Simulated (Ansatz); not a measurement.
# A rate constant, worked out

An elementary step of CH7BS, singlet (CH₅B ([BH2][CH3]) + H₂S → BH₃S ([BH2][SH]) + CH₄; B–C, H–S broken or loosened, B–S, C–H formed or tightened). The start structure is the complex of the reactants, bound by 0.40 eV, and the electronic barrier above it is 1.066 eV by CCSD(T) at an estimated basis limit (MP2 extrapolated from triple and quadruple zeta, plus CCSD(T) − MP2 in triple zeta). Program: Ansatz 0.2.0. Basis: def2-TZVPP and def2-QZVPP. Cores are frozen in the correlated methods. Extrapolation: Hartree–Fock as exp(−7.88 √X), correlation as X^−2.97. Harmonic wavenumbers at PBE0-D4/def2-TZVP (Ansatz 0.2.0), in cm⁻¹:

Start: 202, 228, 232, 374, 454, 600, 666, 807, 955, 956, 1054, 1084, 1168, 1218, 1325, 1467, 1467, 2467, 2504, 2676, 2688, 3020, 3085, 3092.

Saddle: 947i, 172, 305, 364, 481, 535, 734, 749, 891, 938, 1016, 1065, 1096, 1158, 1293, 1464, 1471, 1806, 2576, 2671, 2711, 3050, 3134, 3146.

Task: Work out the transition-state-theory rate constant at 600 K from these numbers alone (harmonic vibrations; rotation, path degeneracy and anharmonicity left out), and the Wigner tunnelling factor. Use 1 cm⁻¹ = 1.2398 × 10⁻⁴ eV and k_B = 8.617 × 10⁻⁵ eV/K.

Result: Zero-point energies, half the sums: start 33789/2 cm⁻¹ = 2.0947 eV; saddle, real modes only, 32826/2 cm⁻¹ = 2.0350 eV.
Barrier with zero-point energy: 1.066 + 2.0350 − 2.0947 = 1.0063 eV.
k_BT = 0.05170 eV, so the barrier is 19.46 k_BT.
Vibrational partition functions from the zero-point level, ln q = −Σ ln(1 − exp(−hν/k_BT)): start 4.866, saddle 4.031.
k = (k_BT/h) exp(ln q‡ − ln q) exp(−E0/k_BT), with log₁₀(k_BT/h in s⁻¹) = 13.10: log₁₀ k = 13.10 + (-0.835 − 19.46)/2.3026 = 4.29, so k ≈ 2 × 10^(4) s⁻¹.
Wigner factor: 1 + (hν‡/k_BT)²/24 = 1 + (2.27)²/24 = 1.21. A change of 1 kcal/mol (0.043 eV) in the barrier would change k by a factor of 2.3 at this temperature.

The T1 diagnostic stays at or below 0.013.

Labels in which every atom is bracketed show which atoms are joined, not bond orders.

For scale, one of the runs: CCSD(T)/def2-TZVPP, 202 basis functions (an equivalent command: `ansatz run in.yaml --threads 2`). The run took 33 s on 2 CPU threads (shared host), with 2.7 GiB of host memory at its peak.
